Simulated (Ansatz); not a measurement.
# AlB (triplet): from Hartree-Fock to the top rungs at distance B1–Al2 = 4.342 Å, cc-pVDZ

An exercise on one series of results from a longer session: the logs are not shown, and one member is left open.

Method: cc-pVDZ, core rule «outside noble gas», up to 6 orbitals frozen; program: Ansatz 0.2.0, Gaussian basis.

To be run: UHF; CCSD(T) on ROHF; CCSD(T) on UHF; BCCD(T) on ROHF; CISD; CCSDT(Q) on ROHF; CCSDT(Q) on UHF; CASSCF and MRCISD+Q, 4 electrons in 4 orbitals; CASSCF and NEVPT2, 4 electrons in 4 orbitals; CASSCF and MRCISD+Q, 6 electrons in 8 orbitals; CASSCF and NEVPT2, 6 electrons in 8 orbitals; Full CI; Full CI in the symmetry of the determinant.

13 further runs of the same task are left out: 1 for a known fault of the program, 1 for a mislabelled method, 9 that didn't finish, 2 set aside as unsound or not needed.

## The geometry

The geometry derives from a PBE0/def2-TZVP stationary point (not a proven minimum). One bond is set to the value named and the two fragments are kept rigid.

2 atoms, charge 0, spin multiplicity 3.

Atoms are counted from 1 here; the program's logs count them from 0.

No contacts short enough for the rule that draws bonds.

The first run:

in.yaml reads:

```yaml
crystal:
  periodic: [false, false, false]
  atoms:
    - {symbol: B, position_ang: [0.000000, 0.000000, 0.000000]}
    - {symbol: Al, position_ang: [0.000000, 0.000000, 4.342000]}
basis:
  gaussian: {orbitals: cc-pVDZ}
magnetization: {spin_polarized: true, initial_magnetization: 2}
hamiltonian: {xc: hf}
output: {orbitals: {seedname: orbitals}}
```

The run is started by

```
ansatz run in.yaml --threads 1 --pin off --events-out ev --progress --plain --max-ram 2393MiB
```

Among the steps run: UHF; CCSD(T) on ROHF; CCSD(T) on UHF; BCCD(T) on ROHF; CISD; CCSDT(Q) on ROHF; CCSDT(Q) on UHF; CASSCF and MRCISD+Q, 4 electrons in 4 orbitals; CASSCF and NEVPT2, 4 electrons in 4 orbitals; CASSCF and MRCISD+Q, 6 electrons in 8 orbitals; CASSCF and NEVPT2, 6 electrons in 8 orbitals; Full CI; Full CI in the symmetry of the determinant.

One of the session's tables, all rows but one given; the rest of the session is left out.

| method | from FCI (kJ/mol) |
| --- | --- |
| ROHF | +308.7 |
| UHF | +291.2 |
| RMP2 | +112.7 |
| UMP2 | +112.2 |
| CISD | ? |
| RCCSD | +11.8 |
| UCCSD | +11.2 |
| RCCSD(T) | +6.8 |
| UCCSD(T) | +6.7 |
| BCCD(T) | +6.8 |
| RCCSDT | +2.8 |
| UCCSDT | +3.1 |
| RCCSDT(Q) | +1.8 |
| UCCSDT(Q) | +2.2 |
| CASSCF pair | +260.4 |
| NEVPT2 pair | +99.4 |
| FCI | 0 |

Q: Estimate the row for CISD from the others.

The run gave: from FCI (kJ/mol): +29.5. In the column «from FCI (kJ/mol)» it lies between RCCSD (+11.8) and NEVPT2 pair (+99.4).

Among the levels timed on like hardware and quicker than the yardstick, those that no quicker one beats, quickest first: CISD (2.3 s, +29.5 kJ/mol); RCCSD(T) (6 s, +6.8 kJ/mol); UCCSD(T) (7 s, +6.7 kJ/mol); RCCSDT(Q) (13 s, +1.8 kJ/mol).

Not comparable, so not listed: CASSCF and MRCISD+Q, 4 electrons in 4 orbitals (they don't share determinant, frozen orbitals or solution with the rows shown, or repeat one).

To keep in mind: The yardstick is full CI for this spin, exact in this basis with these frozen cores. Left out of the table: CASSCF valence, NEVPT2 valence, MRCISD valence, MRCISD+Q valence (the active space lost an orbital or holds another state than full CI finds). Levels on UHF freeze UHF's core orbitals, full CI those of ROHF, so the U rows can settle a little off it for that reason alone. Restricted and unrestricted rows rest on different reference determinants; where their highest levels disagree by more than a few hundredths of an eV, they describe different states and don't form one ladder. Warnings in the runs' records: passed over end.
